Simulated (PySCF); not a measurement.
Molecule: SMILES [PH4+], [H4P]+.

Cartesian coordinates in Å; atom numbers follow the order of the lines, from 1:
```xyz
5

P    -0.0227    0.0150   -0.0201
H    -0.7917   -0.8582   -0.8145
H     0.2973   -0.6169    1.1977
H    -0.7609    1.1867    0.2390
H     1.1638    0.3487   -0.7024
```

Total charge +1.

Geometry PBE0-D3(BJ)/def2-SVP throughout; GIAO in PySCF 2.14, gas phase, one conformer, non-relativistic; equivalent atoms averaged; basis pcSseg-2.

(1) How do the absolute shieldings σ depend on the functional? (ppm; last column core-seconds on 1 thread of an Intel Xeon Platinum 8488C, shared host)

(2) Which nucleus moves most, in ppm?

Results:

(1) 
```tsv
functional	kind	P1	H2/H3/H4/H5	core-s
WP04	global hybrid	389.2	25.66	2.1
B97-2	global hybrid	434.2	25.28	2
BHandHLYP	global hybrid	431.4	25.33	2
CAM-B3LYP	range-separated hybrid	424.2	25.23	2.5
wB97X-D	range-separated hybrid	431.8	25.24	2.5
LC-wPBE	range-separated hybrid	439.9	25.19	3.3
```

(2) P1 (phosphorus bonded to 4 H): from 389.2 ppm with WP04 to 439.9 ppm with LC-wPBE. The smallest spread is 0.47 ppm, at H2/H3/H4/H5.
